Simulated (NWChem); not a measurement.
## Polarisability of ethylene (C2H4)

SMILES: C=C
```xyz
6

C      0.0000     0.0000     0.6703
C      0.0000     0.0000    -0.6703
H      0.9374     0.0000     1.2507
H     -0.9374     0.0000     1.2507
H     -0.9374     0.0000    -1.2507
H      0.9374     0.0000    -1.2507
```
Charge 0, spin multiplicity 1.

The numbers come from NWChem runs, not from measurements. Structure: optimised with PBE/def2-SVP, a minimum by its harmonic frequencies.

Basis set: 6-31G*. The field's frequency is 0.0428 Ha (1065 nm). This basis has no diffuse functions, which lowers polarisabilities.

The correlated methods keep 2 core orbitals frozen. The Pople sets run with spherical d functions. No row is a measurement; the coupled-cluster row has its own basis-set and correlation limits.

Q: Order these methods by the isotropic polarisability they give, lowest first: HF, PBE, CCSD linear response.

A: CCSD linear response (19.62 bohr³), PBE (20.52 bohr³), HF (21.00 bohr³)
